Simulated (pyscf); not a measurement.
This saddle point was located with ωB97X-D3(BJ)/def2-SVP in PySCF.

```xyz
12

C      0.5833    -1.3141    -0.2462
Sn     0.3768     0.6153     0.7232
H     -0.0177    -2.0578     0.2952
H      0.2404    -1.2422    -1.2876
H      1.6385    -1.6200    -0.2203
H      1.0478    -0.1903     2.2688
H      1.7389     1.6657     0.8538
H     -1.0214     0.9556     1.6734
C     -0.4289     1.6643    -1.0960
H      0.3360     1.5779    -1.8795
H     -0.6180     2.7129    -0.8327
H     -1.3555     1.1469    -1.3785
```
Charge 0, spin multiplicity 2.

Surface: doublet, charge 0. Lowest wavenumbers (cm⁻¹): 485i, 14, 111, 147, 183.

Question: Which two sides does it connect, and which bonds change?

Answer: H₃C–SnH₃ + CH₃• <-> H₃C–SnH₂–CH₃ + H•, a substitution at Sn read from left to right: H–Sn broken and C–Sn formed. At ωB97M-D3(BJ)/def2-TZVP it lies +16.5 kcal/mol from the left side and +9.1 kcal/mol from the right (each side as separated species at their lowest minima found). The same reactants have a lower exit, to H₃C–SnH₂• + CH₄ (barrier +3.3 kcal/mol at ωB97M-D3(BJ)/def2-TZVP, against +16.5 kcal/mol here). This is the saddle that the search found; another between the same sides may lie lower. The angle at the attacked Sn is 178°. Elements past Kr carry the def2 core potentials, without spin-orbit coupling.
